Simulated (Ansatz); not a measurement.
# CH₂N+ (triplet): from Hartree-Fock to the top rungs, cc-pVDZ

An exercise on one series of results from a longer session: the logs are not shown, and one member is left open.

Program: Ansatz 0.2.0, Gaussian basis. Level of theory: cc-pVDZ, core rule «outside noble gas», up to 2 orbitals frozen. These are calculated values, not measurements.

Plan: UHF; CCSD(T) on ROHF; CCSD(T) on UHF; BCCD(T) on ROHF; CISD; CCSDT(Q) on ROHF; CCSDT(Q) on UHF; CASSCF and MRCISD+Q, 10 electrons in 10 orbitals; CASSCF and NEVPT2, 10 electrons in 10 orbitals.

22 further runs of the same task are left out: 10 that didn't finish, 12 set aside as unsound or not needed.

## The geometry

The geometry is a PBE0/def2-TZVP stationary point (not a proven minimum) of the parent state, kept for this charge and spin.

4 atoms, charge 1, spin multiplicity 3.

Atoms are counted from 1 here; the program's logs count them from 0.

Bond lengths: N1–C2 1.365 Å, N1–H3 1.004 Å, N1–H4 1.004 Å. Angles: C2–N1–H3 120.7°, C2–N1–H4 120.7°, H3–N1–H4 118.6°.

Set-up of the first run:

File in.yaml:

```yaml
crystal:
  periodic: [false, false, false]
  atoms:
    - {symbol: N, position_ang: [0.000000, 0.000000, 0.548062]}
    - {symbol: C, position_ang: [0.000000, 0.000000, -0.817088]}
    - {symbol: H, position_ang: [0.000000, 0.863263, 1.060214]}
    - {symbol: H, position_ang: [0.000000, -0.863263, 1.060214]}
basis:
  gaussian: {orbitals: cc-pVDZ}
total_charge: 1
magnetization: {spin_polarized: true, initial_magnetization: 2}
hamiltonian: {xc: hf}
output: {orbitals: {seedname: orbitals}}
```

On the command line:

```sh
> ansatz run in.yaml --threads 1 --pin off --events-out ev --progress --plain --max-ram 2393MiB
```

Steps of the session up to this table: UHF; CCSD(T) on ROHF; CCSD(T) on UHF; BCCD(T) on ROHF; CISD; CCSDT(Q) on ROHF; CCSDT(Q) on UHF; CASSCF and MRCISD+Q, 10 electrons in 10 orbitals; CASSCF and NEVPT2, 10 electrons in 10 orbitals.

One of the session's tables, all rows but one given; the rest of the session is left out.

| method | from UCCSDT(Q) (kJ/mol) |
| --- | --- |
| ROHF | +717.3 |
| UHF | +673.8 |
| RMP2 | +98.4 |
| UMP2 | +124.2 |
| CISD | +76.1 |
| RCCSD | +30.4 |
| UCCSD | +28.9 |
| RCCSD(T) | +5.3 |
| UCCSD(T) | +7.7 |
| BCCD(T) | ? |
| RCCSDT | +2.4 |
| UCCSDT | +2.4 |
| RCCSDT(Q) | +0.3 |
| UCCSDT(Q) | 0 |
| CASSCF valence | +359.4 |
| NEVPT2 valence | +75.2 |
| MRCISD valence | +17.1 |
| MRCISD+Q valence | +2.4 |

Q: Estimate the row for BCCD(T) from the others.

As computed: from UCCSDT(Q) (kJ/mol): +6.0. In the column «from UCCSDT(Q) (kJ/mol)» it lies between RCCSD(T) (+5.3) and UCCSD(T) (+7.7).

Limits of these values: Restricted and unrestricted rows rest on different reference determinants; where their highest levels disagree by more than a few hundredths of an eV, they describe different states and don't form one ladder.
